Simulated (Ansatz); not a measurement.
The input, for Ansatz 0.2.0:

```yaml
crystal:
  periodic: [false, false, false]
  atoms:
    - {symbol: Si, position_ang: [0.000000, 0.000000, 0.000000]}
    - {symbol: N, position_ang: [0.000000, 0.000000, 1.785400]}
basis:
  gaussian: {orbitals: cc-pVDZ}
total_charge: 1
magnetization: {spin_polarized: true, initial_magnetization: 2}
hamiltonian: {xc: {name: B2PLYP}}
correlation: {electrons: outside_noble_gas}
```

```sh
$ ansatz run in.yaml --threads 1 --pin off --events-out ev --progress --plain --max-ram 4096MiB --backend cpu
```

Log:

```
321 factors; integrals over basis functions are off by at most 6.2e-4 eV
mean field evaluation 1: about -9331.9309 eV, gradient 4.9e1 eV
mean field evaluation 2: about -9332.0433 eV, gradient 4.9e1 eV
mean field evaluation 4: about -9346.0226 eV, gradient 1.0e1 eV
mean field evaluation 8: about -9347.5020 eV, gradient 7.7e-1 eV
mean field evaluation 16: about -9347.5712 eV, gradient 3.5e-2 eV
mean field evaluation 32: about -9347.8203 eV, gradient 1.4e0 eV
mean field evaluation 64: about -9347.9344 eV, gradient 6.3e-1 eV
mean field evaluation 96: about -9343.9957 eV, gradient 7.8e0 eV
mean field -9348.04885118 eV, -343.5344589459 hartree, gradient 2.2e-6 eV, S^2 2.007084; 6 other end points of the search recorded, 0 dependent functions left out
6 core orbitals not correlated: weight in the atoms' cores, before any rotation towards them, 1.000 or more for the frozen orbitals, at most 0.000 for the correlated occupied ones
reference -9348.04894564 eV, -343.5344624172 hartree; 5, 3 occupied and 21, 23 virtual orbitals, 321 factors
second order -5.19537526 eV of doubles, -0.00000000 eV of singles
Total energy: -9349.45169696 eV, -343.5860125775 hartree
```

Ran on 1 thread of AMD EPYC 7R13, shared host: 2.2 s wall, 0.14 GiB peak host memory.
